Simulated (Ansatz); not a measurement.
Consider the substitution at a C–Cl bond: `FCC(F)Cl` + H–F → `FCC(F)F` + HCl.

Calculated with Ansatz (gas phase, PBE0-D4/def2-TZVP geometries, no zero-point term in ΔE). CCSD(T)/CBS is the MP2 limit (def2-TZVPP, def2-QZVPP) plus CCSD(T) − MP2 in def2-TZVPP, frozen cores. This one scheme is used for every species. DFT in def2-TZVPP. One conformer a species, not always the lowest.

| species | r2SCAN-D4 energy (Eh) |
| --- | --- |
| `FCC(F)Cl` | -737.86992 |
| H–F | -100.44667 |
| `FCC(F)F` | -377.53488 |
| HCl | -460.78592 |

**Question.** Work out ΔE.

**Answer.** ΔE = (-377.53488) + (-460.78592) − (-737.86992) − (-100.44667) = -0.00421 Eh = -2.6 kcal/mol. CCSD(T)/CBS gives -0.3 kcal/mol.

Largest T1 diagnostic among the species: 0.011.

Leaving LDA and LC-ωPBE aside and taking each functional with its dispersion term where it has one, the values, not all of them listed here, spread over 3.9 kcal/mol, from CAM-B3LYP-D4 to revPBE-D4. The D4 term adds +1.3 kcal/mol with B3LYP and +0.7 kcal/mol with PBE0; it sums over pairs of atoms, weighted by their polarisabilities, and B3LYP, whose exchange is more repulsive, gets the larger term.

B3LYP here is the variant with VWN-RPA as its local correlation; programs differ in this.
